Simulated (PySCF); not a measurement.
Where does dimethylamine take a proton?

System: dimethylamine, `CNC` (C2H7N). Non-hydrogen atoms are numbered in `[CH3:1][NH:2][CH3:3]`.

Energies: ωB97X-D3(BJ)/def2-TZVP (PySCF, density fitting, integration grid level 2) on PBE0-D3(BJ)/def2-SVP structures. Zero-point and thermal terms (298.15 K, 1 bar) come from unscaled PBE0-D3(BJ)/def2-SVP harmonic frequencies, with soft modes damped to free rotors in the entropy.

| site | product | PA / kcal/mol | GB / kcal/mol |
| --- | --- | --- | --- |
| N2 (amine nitrogen) | `C[NH2+]C` | 224.1 | 216.1 |

PA is −ΔH and GB is −ΔG of B + H⁺ → BH⁺ in the gas phase. Sites whose products fell apart, merged with another or lost in a GFN2-xTB screen aren't listed.

In benzonitrile the product from N2 is solvated 62.3 kcal/mol more strongly than the parent (electrostatics only).

In acetone the product from N2 is solvated 61.7 kcal/mol more strongly than the parent (electrostatics only).

Measured values (NIST Chemistry WebBook, evaluated or the median of agreeing entries): proton affinity (−ΔH) 930 kJ/mol (computed 938, difference 8); gas-phase basicity (−ΔG) 896 kJ/mol (computed 904, difference 8).

Hardware: 1 thread of Arm Neoverse V1, shared with other jobs. Command: `OMP_NUM_THREADS=1 python redox_run.py task.json out`. Structures, frequencies and single points: 2.5 min.
